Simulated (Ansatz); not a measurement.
NH, singlet: the ladder up to full CI

Geometry: that of the NH⁻, doublet, kept fixed. The triplet lies 1.8 eV lower here.

```xyz
2

N     0.0000    0.0000    0.0000
H     0.0000    0.0000    1.0366
```

Basis 6-31++G** (Cartesian d functions); Ansatz 0.2.0. Correlated methods freeze the noble-gas cores, which leaves 6 electrons in 24 orbitals. Prefix R: restricted or restricted open-shell reference; prefix U: unrestricted. Active spaces: valence = (6e, 5o) chosen from the atoms' valence shells.

Full CI is exact within this basis and frozen core; it isn't the basis-set limit. The frozen core follows each run's orbitals, which can shift R against U totals by a few meV.

The determinant fills πx and πy unequally, so it is a mixture of Σ and Δ, which weighs on every level built on one determinant.

The determinant has the irrep A1, whose lowest full-CI state lies within 3 meV of the A2 state that serves as the reference; occupations given are those of the former.

```
UHF ⟨S²⟩                          : 1.007
T1 diagnostic (RCCSD)             : 0.0078
largest doubles amplitude (RCCSD) : 0.291
```

```csv
level,E − E(full CI) (meV),share of correlation (%),wall time
RHF,4628,0.00,–
UHF†,2623,–,–
RMP2,1246,73.08,–
UMP2†,-302,–,–
CISD,630,86.38,0.39 s
RCCSD,418,90.98,–
UCCSD*†,-1152,–,–
RCCSD(T),234,94.94,0.21 s
UCCSD(T)*†,-1410,–,0.57 s
BCCD(T),235,94.91,0.27 s
RCCSDT*,16,99.66,–
UCCSDT*†,-1755,–,–
CISDTQ,23,99.50,1.1 s
RCCSDT(Q)*,-6,100.13,0.63 s
UCCSDT(Q)*†,-1790,–,2.8 s
RCCSDTQ*,1,99.99,7.5 s
CASSCF (valence space),3189,31.09,–
NEVPT2 (valence space),609,86.84,0.15 s
MRCISD (valence space),104,97.75,–
MRCISD+Q (valence space),-14,100.30,0.42 s
```

An asterisk marks runs whose energy the program itself flagged as in doubt. A dagger marks rows that describe another state than the reference (another or a broken symmetry, a higher spin or other natural occupations), so the difference holds a gap between states beside the method's error.

The correlation energy at full CI, counted from RHF, is -4.628 eV. That run took 4 s on 1 thread of Arm Neoverse V2, shared host over 1,013,516 determinants.

Times hold each run's SCF and search for its determinant on a shared host, so for small cases they say little of a method's own cost; they ran on 1 thread of Arm Neoverse V2.

Not variational, and here over 5 meV under the exact energy: RCCSDT(Q), MRCISD+Q (valence space).

Unrestricted levels hold only the spin's projection, and here they fall towards a lower state of higher spin.

The full-CI state has the irrep A2 of C2v, in the program's axes (one component, if the state is degenerate).

Natural occupations of full CI about the gap: 1.973 1.958 0.991 0.989 0.029 0.011 0.011 0.010 0.008 0.005; effectively unpaired electrons, Σ n²(2−n)², 2.01. No single determinant describes this state well, so single-reference rows can miss without a flag.
